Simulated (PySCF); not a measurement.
## Magnetisability: H2S5

Geometry:
```json
{"atom": "S1", "x (Å)": "-1.202", "y (Å)": "1.251", "z (Å)": "-1.121"}
{"atom": "S2", "x (Å)": "-1.576", "y (Å)": "0.619", "z (Å)": "0.794"}
{"atom": "S3", "x (Å)": "0.248", "y (Å)": "0.343", "z (Å)": "1.709"}
{"atom": "S4", "x (Å)": "0.853", "y (Å)": "-1.576", "z (Å)": "1.280"}
{"atom": "S5", "x (Å)": "1.921", "y (Å)": "-1.500", "z (Å)": "-0.464"}
{"atom": "H6", "x (Å)": "-1.146", "y (Å)": "2.565", "z (Å)": "-0.888"}
{"atom": "H7", "x (Å)": "0.903", "y (Å)": "-1.703", "z (Å)": "-1.310"}
```

Level of theory: GIAO PBE/def2-SVP magnetisability, rotational g tensor and spin-rotation constants, non-relativistic, gas phase (PySCF). Geometry: GFN2-xTB.

Problem. What are the magnetisability and the molar susceptibility?

Solution. Isotropic -1377 × 10⁻³⁰ J/T², or -82.9 × 10⁻⁶ cm³/mol; principal values -1524, -1416, -1190 × 10⁻³⁰ J/T², anisotropy 296 × 10⁻³⁰ J/T² (root of half the summed squared differences of the principal values). The susceptibility is in cgs units.

Problem. Split it along the inertial axes a, b, c into diamagnetic and paramagnetic parts about the centre of mass, with the quadrupole moment.

Solution. 
| axis | χ (10⁻⁶ cm³/mol) | diamagnetic (10⁻⁶ cm³/mol) | paramagnetic (10⁻⁶ cm³/mol) | summed x² of all electrons (Å²) | quadrupole Θ (D Å) |
| --- | --- | --- | --- | --- | --- |
| a | -85.4 | -574.8 | 489.3 | 253.2 | 0.00 |
| b | -91.3 | -1195.5 | 1104.2 | 106.9 | +1.02 |
| c | -72.0 | -1527.7 | 1455.8 | 28.6 | -1.02 |

Anisotropies 2χaa − χbb − χcc = -7.6 and 2χbb − χaa − χcc = -25.3 × 10⁻⁶ cm³/mol. Θ is traceless in Buckingham's convention.

Problem. And the rotational g tensor?

Solution. 
| axis | rotational constant (GHz) | g | nuclear part | electronic part |
| --- | --- | --- | --- | --- |
| a | 2.3969 | -0.0317 | 0.5193 | -0.5510 |
| b | 1.0161 | -0.0109 | 0.5162 | -0.5271 |
| c | 0.7755 | -0.0149 | 0.5154 | -0.5304 |

Asymmetric top; isotopes 1H, 32S; no vibrational averaging.
